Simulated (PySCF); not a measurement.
C2H7N. Atoms are numbered in the order given.

```xyz
10

C      0.0201    -0.2223     1.2121
N     -0.1470     0.5620     0.0000
C      0.0201    -0.2223    -1.2121
H      0.9791    -0.7643     1.2649
H     -0.7797    -0.9641     1.2772
H     -0.0569     0.4263     2.0857
H      0.5033     1.3376     0.0000
H      0.9791    -0.7643    -1.2649
H     -0.0569     0.4263    -2.0857
H     -0.7797    -0.9641    -1.2772
```

Geometry optimised at B3LYP-D3(BJ)/def2-TZVP.

Method: B3LYP-D3(BJ)/def2-TZVP run with PySCF.

Harmonic, unscaled wavenumbers; measured fundamentals usually lie a few per cent lower.

Computed harmonic wavenumbers and intensities:
| mode | ν (cm⁻¹) | IR (km/mol) | moving atoms (share of kinetic energy) |
|---|---|---|---|
| 1 | 234 | 0.1 | H 97 % |
| 2 | 264 | 2.6 | H 82 %, N 13 % |
| 3 | 386 | 6.3 | H 42 %, C 35 %, N 23 % |
| 4 | 768 | 119.0 | H 76 %, N 15 %, C 9 % |
| 5 | 943 | 3.3 | C 44 %, H 40 %, N 16 % |
| 6 | 1037 | 8.0 | H 83 %, C 15 % |
| 7 | 1102 | 0.0 | H 75 %, C 22 % |
| 8 | 1170 | 33.0 | N 45 %, C 33 %, H 22 % |
| 9 | 1187 | 8.1 | H 66 %, C 21 %, N 13 % |
| 10 | 1269 | 0.1 | H 55 %, C 25 %, N 20 % |
| 11 | 1444 | 1.8 | H 86 %, C 13 % |
| 12 | 1470 | 1.2 | H 84 %, C 16 % |
| 13 | 1476 | 6.0 | H 88 %, C 9 % |
| 14 | 1487 | 2.7 | H 92 % |
| 15 | 1495 | 11.4 | H 94 % |
| 16 | 1518 | 2.5 | H 97 % |
| 17 | 1518 | 13.0 | H 94 % |
| 18 | 2925 | 46.5 | H 94 % |
| 19 | 2929 | 164.2 | H 94 % |
| 20 | 3047 | 50.3 | H 94 % |
| 21 | 3047 | 24.8 | H 93 % |
| 22 | 3095 | 28.7 | H 91 %, C 9 % |
| 23 | 3095 | 34.2 | H 91 %, C 9 % |
| 24 | 3515 | 0.1 | H 93 % |
